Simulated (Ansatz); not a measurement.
Frontier orbitals of CH₅BO, SMILES `CBO`.

Z-matrix (Å, degrees):
```
C
B 1 1.559
H 1 1.096 2 110.2
H 1 1.092 2 113.4 3 122.1
H 1 1.096 2 110.2 3 -115.8
O 2 1.357 1 119.4 3 -122.1
H 2 1.207 1 121.8 3 57.8
H 6 0.960 2 113.1 1 180.0
```

Charge 0, multiplicity 1. The structure was optimised at the PBE0-D4/def2-TZVP level. It is one conformer, not always the lowest. Basis def2-TZVPP, Ansatz.

```csv
functional,HOMO (eV),LUMO (eV),gap (eV)
PBE,-7.09,-0.81,6.28
PBE0,-8.57,0.21,8.78
r2SCAN0,-8.77,0.47,9.24
ωB97M-V,-10.92,2.10,13.02
```

(1) What is the vertical ionisation energy at frozen-core CCSD(T)/CBS(def2)? (An estimate is asked.)

Answers

(1) The calculation gave: 11.55 eV (T1 of the cation 0.042).

From PBE to PBE0 the HOMO moves by −1.47 eV and the LUMO by +1.02 eV, and with ωB97M-V by −3.83 and +2.91 eV, so the gap grows from 6.29 to 13.02 eV with exact exchange. A positive LUMO is unbound and depends on the basis. −ε(HOMO) differs from that ionisation energy by −4.45 eV with PBE and −0.63 eV with ωB97M-V.
